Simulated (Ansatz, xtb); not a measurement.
Energy landscape of H6, lowest singlet found (which spin is the ground state isn't settled by this scan): linear chain of 6 equally spaced H atoms, symmetric stretch. Scanned: H-H spacing.

Levels of theory: GFN1-xTB (xtb); FCI/aug-cc-pVDZ = full CI/aug-cc-pVDZ, frozen core in Ansatz (a first-principles code).

Energies relative to the lowest point of each profile, in kJ/mol:

```json
[
 {"r / Å": "0.63", "GFN1-xTB": "897.5"},
 {"r / Å": "0.70", "GFN1-xTB": "408.5"},
 {"r / Å": "0.77", "GFN1-xTB": "148.0"},
 {"r / Å": "0.84", "GFN1-xTB": "33.4"},
 {"r / Å": "1.03", "GFN1-xTB": "23.0"},
 {"r / Å": "1.12", "GFN1-xTB": "78.9"},
 {"r / Å": "1.23", "GFN1-xTB": "172.0"},
 {"r / Å": "1.71", "GFN1-xTB": "657.9"},
 {"r / Å": "1.98", "GFN1-xTB": "900.5"},
 {"r / Å": "2.25", "GFN1-xTB": "1097.3"},
 {"r / Å": "2.61", "GFN1-xTB": "1288.4"},
 {"r / Å": "3.06", "GFN1-xTB": "1431.6"}
]
```

Problem. What does FCI/aug-cc-pVDZ give at the same points?

Solution. 0.63: 761.1; 0.70: 380.4; 0.77: 159.8; 0.84: 45.2; 1.03: 26.6; 1.12: 92.4; 1.23: 198.5; 1.71: 665.4; 1.98: 831.9; 2.25: 927.0; 2.61: 985.0; 3.06: 1008.9 (kJ/mol).
